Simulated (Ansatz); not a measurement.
The input, for Ansatz 0.2.0:

```yaml
crystal:
  periodic: [false, false, false]
  atoms:
    - {symbol: Al, position_ang: [0.000000, 0.000000, 0.000000]}
    - {symbol: O, position_ang: [0.000000, 0.000000, 1.732900]}
basis:
  gaussian: {orbitals: "6-31G*"}
total_charge: 1
magnetization: {spin_polarized: false, initial_magnetization: 4}
correlation: {method: ccsd_t, electrons: outside_noble_gas, diis_vectors: 4}
accuracy: high
```

```sh
$ ansatz run in.yaml --threads 1 --pin off --events-out ev --progress --plain --max-ram 2393MiB
```

Roughly how long does this take on 1 thread of Arm Neoverse V2, shared host, and how much host memory?

1.5 s wall and 0.17 GiB.

```
553 factors; integrals over basis functions are off by at most 3.0e-9 eV
mean field evaluation 1: about -8605.5342 eV, gradient 1.4e1 eV
mean field evaluation 2: about -8605.5790 eV, gradient 1.3e1 eV
mean field evaluation 4: about -8606.4865 eV, gradient 1.4e0 eV
mean field evaluation 8: about -8606.4981 eV, gradient 1.4e-1 eV
mean field evaluation 16: about -8606.4982 eV, gradient 2.5e-8 eV
mean field evaluation 32: about -8606.4982 eV, gradient 1.0e-6 eV
mean field evaluation 64: about -8606.4981 eV, gradient 3.3e-2 eV
mean field evaluation 96: about -8605.0258 eV, gradient 1.6e-1 eV
mean field evaluation 128: about -8604.1787 eV, gradient 1.5e1 eV
mean field evaluation 160: about -8605.2457 eV, gradient 6.0e-2 eV
...
cycle  12  -3.47228881 eV  change   -6.8e-8 eV  update   4.7e-8
cycle  13  -3.47228883 eV  change   -2.0e-8 eV  update   2.7e-8
cycle  14  -3.47228884 eV  change   -5.8e-9 eV  update   1.7e-8
cycle  15  -3.47228884 eV  change    3.3e-9 eV  update   1.1e-8
cycle  16  -3.47228861 eV  change    2.3e-7 eV  update   4.1e-8
cycle  17  -3.47228857 eV  change    4.1e-8 eV  update   1.6e-8
cycle  18  -3.47228856 eV  change    7.5e-9 eV  update   6.7e-9
cycle  19  -3.47228856 eV  change    2.2e-9 eV  update   3.1e-9
cycle  20  -3.47228856 eV  change    1.3e-9 eV  update   1.5e-9
cycle  21  -3.47228856 eV  change   6.6e-10 eV  update  7.4e-10
perturbative correction -0.04461805 eV, -0.0016396832 hartree
Total energy: -8610.01510060 eV, -316.4122188691 hartree
```
